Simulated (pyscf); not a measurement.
HAs=AsH + H₂O -> HO–As=AsH + H₂, a four-centre exchange (singlet surface; As–H, H–O broken, As–O, H–H formed). PySCF, gas phase, ωB97X-D3(BJ)/def2-SVP geometries. Energies in kJ/mol from the separated reactants.

Small-basis levels: PySCF, no dispersion term, spherical d functions. AM1 to PM7: differences of heats of formation from MOPAC, which are fitted to 298 K values and so differ in kind from electronic energies by zero-point and thermal terms. 

| level | barrier | reaction energy |
|---|---|---|
| HF/STO-3G | 341.3 | +18.3 |
| HF/3-21G | 233.7 | +0.1 |
| MP2/6-31G*+LANL2DZ | 229.3 | -2.9 |
| B3LYP/STO-3G | 165.3 | -50.0 |
| B3LYP/LANL2DZ | 197.0 | +24.7 |
| B3LYP/6-311+G**+LANL2DZ | 224.6 | +57.3 |
| PM3 | 168.7 | -55.6 |
| ωB97M-D3(BJ)/def2-TZVP | 210.6 | +34.6 |

Against the last row the barrier runs from -45.3 (B3LYP/STO-3G) to +130.7 kJ/mol (HF/STO-3G). ωB97M-D3(BJ)/def2-TZVP has limits of its own. The same reactants have a lower exit, to HO–AsH–AsH₂ (barrier +84.2 kJ/mol at ωB97M-D3(BJ)/def2-TZVP, against +210.6 kJ/mol here). This is the saddle that the search found; another between the same sides may lie lower. In the def2 sets elements up to Kr have no core potential.
